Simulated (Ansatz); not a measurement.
Basis-set extrapolation for C5H8S, SMILES `C=CCSC=C` (PBE0-D4/def2-TZVP geometry, frozen core, Ansatz). Multiplicity 1, RHF reference.

|  | def2-TZVPP | def2-QZVPP |
| --- | --- | --- |
| HF | -591.560468 | -591.580468 |
| MP2 correlation | -0.998041 | -1.065812 |
| CCSD(T) correlation | -1.103958 | not run |

Energies in hartree. Use E(X) = E(∞) + A·exp(−7.88·√X) for Hartree–Fock and E(X) = E(∞) + B·X^(−2.97) for correlation, with X = 3 and 4, and add CCSD(T) minus MP2 of the smaller set to the MP2 limit.

Question: What is the CCSD(T) energy at the basis-set limit?

Answer: HF limit: -591.580468 + (-0.020000) × 0.13774 = -591.58322. MP2 limit: -1.065812 + (-0.067771) × 0.74074 = -1.11601. Higher-order term: -1.103958 − (-0.998041) = -0.10592. Total: -592.80515 hartree, 369.5 kJ/mol below CCSD(T)/def2-TZVPP.
